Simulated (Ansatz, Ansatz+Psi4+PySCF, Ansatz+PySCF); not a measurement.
```xyz
7

C     0.1121    0.5188   -0.1075
C    -1.1927   -0.1694    0.0058
H     0.2974    1.5300    0.2391
H    -1.3633   -0.6045    1.0583
H    -2.0057    0.5292   -0.2042
H    -1.2577   -1.0018   -0.7022
F     1.2035   -0.2778    0.0113
```

Basis set: cc-pVTZ (spherical functions). Left uncorrelated: 3 orbitals. Correlation on ROHF uses semicanonical orbitals with singles. Charge 0, multiplicity 2.

Computed with Ansatz (development build ahead of 0.2.0); each method stands on the lowest determinant of its kind that the runs found.

(1) Give the atomization energy at this shape (free ground-state atoms in the same class of orbitals less the molecule, no zero-point energy) of doublet C₂H₄F by ROHF-MP2, ROHF, UHF.

Results:

(1)

```csv
method,atomization energy
ROHF-MP2,606.12 kcal/mol
ROHF,463.44 kcal/mol
UHF,457.21 kcal/mol
```
